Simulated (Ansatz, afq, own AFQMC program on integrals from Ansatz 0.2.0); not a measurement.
# AlBH2, triplet: AFQMC among the cluster methods

```xyz
4

B     0.0000    0.0000    1.4751
Al    0.0000    0.0000   -0.7399
H     0.0000    1.0776    1.9921
H     0.0000   -1.0776    1.9921
```

Connectivity, by distances: BH2–Al.

Basis cc-pVDZ. Only valence electrons are correlated. Ansatz 0.2.0 and our own AFQMC program on the same integrals; the CISD trial comes from CCSD amplitudes, and released means the phaseless constraint is let go. Free AFQMC starts from the CCSD state and is never constrained. Its projection time is finite, and what remains of the start isn't in its error. Error bars are statistical, one sigma.

Determinant: UHF, the one that the program's search chose, which needn't be the lowest solution. The geometry is a point of a scan.

No full CI on the walks' own integrals is used here; CCSDT(Q) serves as the reference and is uncertain by about the last step of the cluster series.

Cautions: lower spins were not checked.

* T1 diagnostic: 0.0198
* weight of the determinant in the CISD state: 0.881
* ⟨S²⟩ of the determinant: 2.033
* size of the correlated space: 8 electrons in 36 orbitals

```tsv
level	correlation energy (eV)
MP2	-3.3128
CCSD	-4.2006
CCSD(T)	-4.3455
```

Q: Estimate where free-projection AFQMC lies against CCSD(T) on the same integrals.

A: 5.6 ± 1.4 kJ/mol below CCSD(T).

Reference: CCSDT(Q), correlation energy -4.392 eV. The released energy is read at 2.40 1/Eh (meV from the phaseless value at times in 1/Eh: -14 ± 10 at 0.24, -14 ± 11 at 0.51, -24 ± 9 at 0.99, -27 ± 10 at 1.62, -11 ± 11 at 2.40).

```
         level  E − E(reference) (kJ/mol)  share of correlation (%)
       CCSD(T)                        4.5                     98.93
         CCSDT                        0.8                     99.81
   ph-AFQMC/HF                  2.5 ± 4.8                     99.42
 ph-AFQMC/CISD                  3.6 ± 0.9                     99.16
released AFQMC                  2.5 ± 1.1                     99.40
    free AFQMC                 -1.1 ± 1.4                    100.27
```

Free projections are given only where their last times agree within the noise and don't stop above the reference; a slow remainder of the start can still hide under it. A walk keeps the symmetry of its determinant, which the program's search chose and which needn't be the lowest solution, so a lower state of the same spin and another symmetry isn't excluded. Released energies are given only where the last usable release times agree within the noise; a slower fall can still hide under it.
